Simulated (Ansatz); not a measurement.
CH3Cl, SMILES CCl: the interaction energy of a dimer with the counterpoise correction, run with Ansatz's Python interface.

The script, `dimer.py`:
```python
"""Interaction energy of two CH3Cl molecules, with the counterpoise correction."""

import ansatz as az

BASIS = "cc-pVDZ"
XC = "PBE0"

FIRST = [
    ("C", (-0.0932, -0.0135, 0.0755)),
    ("Cl", (1.4292, -0.2624, -0.6844)),
    ("H", (-0.3276, -0.6909, 0.8532)),
    ("H", (-0.8479, -0.0716, -0.6956)),
    ("H", (-0.1606, 1.0383, 0.4513)),
]
SECOND = [
    ("C", (-0.5637, 0.1986, 4.1038)),
    ("Cl", (-1.4974, -0.4169, 2.7974)),
    ("H", (-1.0705, 0.2686, 5.0295)),
    ("H", (-0.2092, 1.1761, 3.8098)),
    ("H", (0.3674, -0.4103, 4.2227)),
]

def energy(atoms, ghosts=()):
    molecule = az.Crystal.molecule()
    for symbol, xyz in atoms:
        molecule = molecule.atom(symbol, xyz)
    calc = molecule.calculation().basis(gaussian=BASIS).functional(XC)
    deck = calc.input()
    if ghosts:
        deck = deck.set(az.key.basis.gaussian.ghost_atoms, [{"symbol": s, "position_ang": list(xyz)} for s, xyz in ghosts])
    return az.Session.from_dict(deck).plan().execute().report["free_energy_ev"]


def main() -> None:
    # monomers in their own basis and in the basis of the dimer
    both = energy(FIRST + SECOND)
    alone = energy(FIRST) + energy(SECOND)
    ghosted = energy(FIRST, SECOND) + energy(SECOND, FIRST)
    print(f"dimer {both:.6f} eV")
    print(f"interaction, uncorrected   {(both - alone):8.3f} eV")
    print(f"interaction, counterpoise  {(both - ghosted):8.3f} eV")
    print(f"basis-set superposition    {(alone - ghosted):8.3f} eV")


if __name__ == "__main__":
    main()
```

How large is the interaction at this pose, and how much of it is basis-set superposition?

Uncorrected it is 0.131 eV, with the counterpoise correction 0.157 eV; the difference, 0.03 eV, is the superposition error. In this basis both values are repulsive.

The run itself:

Output of `python dimer.py`:
```text
dimer -27206.128034 eV
interaction, uncorrected      0.131 eV
interaction, counterpoise     0.157 eV
basis-set superposition       0.026 eV
```

Notes:
- Total energies depend on the basis set; only differences at equal settings carry meaning.
- The dimer is a generated trial pose of unrelaxed monomers, not a minimum, so the figure is no binding energy, and the basis set is small.
- This level lacks the dispersion part of the attraction (electrostatics and induction are there), which can decide the sign where the interaction is weak.
- It ran for 4.4 s on 1 thread of Intel(R) Xeon(R) Processor @ 2.30GHz (shared host), peak memory 0.27 GiB.
